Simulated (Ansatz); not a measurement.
```yaml
crystal:
  periodic: [false, false, false]
  atoms:
    - {symbol: Ge, position_ang: [-1.472940, -0.537172, -0.004847]}
    - {symbol: Ge, position_ang: [0.035489, 1.163142, 0.009725]}
    - {symbol: Ge, position_ang: [1.437451, -0.625970, -0.004878]}
basis:
  gaussian: {orbitals: def2-TZVP}
hamiltonian: {xc: pbe0}
relax: {f_tol: 0.004, max_steps: 80}
```

```sh
$ ansatz run in.yaml --threads 1 --pin off --events-out ev --progress --plain --max-ram 2176MiB
```

Steps of the relaxation (energy above the last step; positions in Å, forces in eV/Å):

```
3
step 1, 11.5 meV
Ge   -1.473   -0.537   -0.005   -0.346   -0.207   -0.002
Ge    0.035    1.163    0.010    0.013    0.435    0.004
Ge    1.437   -0.626   -0.005    0.333   -0.228   -0.002
```

```
3
step 2, 1.3 meV
Ge   -1.526   -0.531   -0.005    0.084    0.014    0.000
Ge    0.035    1.154    0.010   -0.001   -0.034    0.000
Ge    1.491   -0.623   -0.005   -0.083    0.019    0.000
```

```
3
step 3, 0.0 meV
Ge   -1.510   -0.534   -0.005   -0.005   -0.015    0.000
Ge    0.035    1.160    0.010    0.001    0.029    0.000
Ge    1.475   -0.626   -0.005    0.004   -0.015    0.000
```

```
3
step 5, 0.0 meV
Ge   -1.508   -0.536   -0.005    0.000    0.000    0.000
Ge    0.035    1.163    0.010    0.000    0.000    0.000
Ge    1.473   -0.627   -0.005    0.000    0.000    0.000
```

Close pairs at the end: Ge2–Ge3 2.295 Å, Ge1–Ge2 2.295 Å, Ge1–Ge3 2.982 Å.

A stationary point of restricted PBE0 after 5 steps (its stability towards spin polarisation wasn't tested); no frequencies were run, so it isn't proven a minimum. 49 s on 1 thread of Arm Neoverse V1, shared host.
